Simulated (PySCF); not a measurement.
Species: H5OSi2 (doublet state).
Atom-mapped SMILES: `[SiH2:1][O:2][SiH3:3]` (hydrogens: H4, H5 on Si1; H6, H7, H8 on Si3)

Computed with UKS B3LYP, pcH-1 on H O Si, non-relativistic, mean-field spin-orbit, GIAO (PySCF). Geometry: GFN2-xTB; no solvent, vibrations or thermal averaging. GFN2-xTB frequencies show an imaginary mode (25i cm⁻¹), so this geometry is no minimum at that level. The geometry wasn't refined by DFT: couplings that depend on bond lengths, twists or pyramidal angles can differ widely from those at the functional's own minimum, by a factor of two or more for some ions and for spin on atoms past the first row. No stability test was run, so a lower SCF solution isn't excluded.

Task: Break the g tensor into its mass correction, gauge correction and orbital-Zeeman/spin–orbit terms.

Result: 
```json
{"Δg (ppm)": "relativistic mass correction", "1": "-147", "2": "-147", "3": "-147"}
{"Δg (ppm)": "gauge correction", "1": "55", "2": "14", "3": "61"}
{"Δg (ppm)": "orbital Zeeman/spin–orbit", "1": "-797", "2": "-60", "3": "1967"}
{"Δg (ppm)": "total", "1": "-889", "2": "-193", "3": "1880"}
```

So g = 2.00143, 2.00213, 2.00420 and g_iso = 2.00259; the tensor is rhombic: the two nearest values differ by 25 % of g3 − g1. Axes: g3 points within 9° of the Si1–O2 bond.

Task: At 9.468 GHz, how far is the centre of the isotropic spectrum from where a free electron (g = 2.002319) resonates?

Result: B = hν/(g μB) with μB/h = 13.99624 MHz/mT gives 337.84 mT for the free electron and 337.80 mT at g_iso, 0.04 mT lower.

Task: How much does each term add to the isotropic shift?

Result: The orbital-Zeeman/spin–orbit term 370, the mass correction -147 and the gauge correction 43 ppm, for a total of 266 ppm. The orbital-Zeeman/spin–orbit term is the largest in size. The mass correction is the same along every axis, so the anisotropy comes from the other two: their spans along these axes are 47 (gauge) and 2764 ppm (orbital Zeeman/spin–orbit).

Task: In a frozen sample, at which fields do the three g values resonate at 9.5, 34, 94 and 263 GHz (hyperfine left aside), and which band first spreads them over more than twice a line width of 0.3 mT?

Result: 
```tsv
band	GHz	B(g3) mT	B(g2) mT	B(g1) mT	spread mT
X	9.5	338.67	339.02	339.13	0.47
Q	34.0	1212.07	1213.32	1213.74	1.68
W	94.0	3351.01	3354.48	3355.64	4.64
J	263.0	9375.69	9385.40	9388.67	12.98
```

The spread grows in proportion to the frequency. Q band is the first where it exceeds 0.6 mT.

The largest Mulliken spin population is on Si1 (+0.88). The angles at Si1 add up to 331.8°, so it is pyramidal.

The HOMO–LUMO gaps are 5.44 eV among the α and 5.96 eV among the β orbitals.
